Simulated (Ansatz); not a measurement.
Species: HS, SMILES `[SH]` (charge 0, multiplicity 2).

### Question
Give a relaxed geometry from PBE0-D4/def2-TZVP (Ansatz, a program for electronic structure).

### Answer
the end point of this relaxation (outside a Z-matrix the atoms follow the SMILES, hydrogens last).
Z-matrix (Å, degrees):
```
S
H 1 1.3457
```
